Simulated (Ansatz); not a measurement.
Run this with Ansatz's Python interface and show what comes out.

`x2c_alb.py`
```python
"""AlB with and without the spin-free two-component Hamiltonian."""

import warnings

import ansatz
import numpy as np

GEOMETRY = """
Al    0.00000    0.00000    0.00000
B     0.00000    0.00000    2.01000
"""

warnings.simplefilter("ignore", ansatz.DeckWarning)

alb = ansatz.Crystal.molecule()
for line in GEOMETRY.strip().splitlines():
    symbol, *xyz = line.split()
    alb = alb.atom(symbol, [float(v) for v in xyz])

model = (
    alb.calculation()
    .functional("pbe", dispersion="d3bj")
    .spin("collinear", total=2)
    .forces()
)
# a set contracted for a scalar-relativistic Hamiltonian goes with the relativistic run
sets = {"none": "cc-pVTZ", "scalar": "cc-pVTZ-DK"}
found = {kind: model.basis(gaussian=basis).pseudopotentials(relativity=kind).run(threads=1, pin="off").report for kind, basis in sets.items()}
for kind, each in found.items():
    dipole = 4.803205 * np.linalg.norm(each["charge_distribution"]["dipole_moment_e_ang"])
    print(f"{kind:7s} E = {each['free_energy_ev']:.4f} eV  dipole {dipole:.3f} D  largest force component {np.abs(each['forces_ev_ang']).max():.4f} eV/A")
print(f"relativity lowers the total energy by {found['none']['free_energy_ev'] - found['scalar']['free_energy_ev']:.3f} eV")
```

Running `python x2c_alb.py` prints:
```text
none    E = -7263.4717 eV  dipole 1.680 D  largest force component 0.4194 eV/A
scalar  E = -7275.6725 eV  dipole 1.690 D  largest force component 0.4172 eV/A
relativity lowers the total energy by 12.201 eV
```

The total moves by -12.2 eV, nearly all in the cores, and the dipole from 1.68 to 1.69 D.

Notes:
- Total energies depend on the basis set; only differences at equal settings carry meaning.
- The geometry is a force-field or estimated start, not a minimum of this method. The basis set changes with the Hamiltonian (a set recontracted for scalar relativity), and most of the change in the total lies in the cores.
- The species is open-shell (spin multiplicity 3).
- The spin state was assumed, and another may lie lower.
- Timing: 6.9 s on 1 thread of Arm Neoverse V1, on a shared host, peak memory 0.18 GiB.
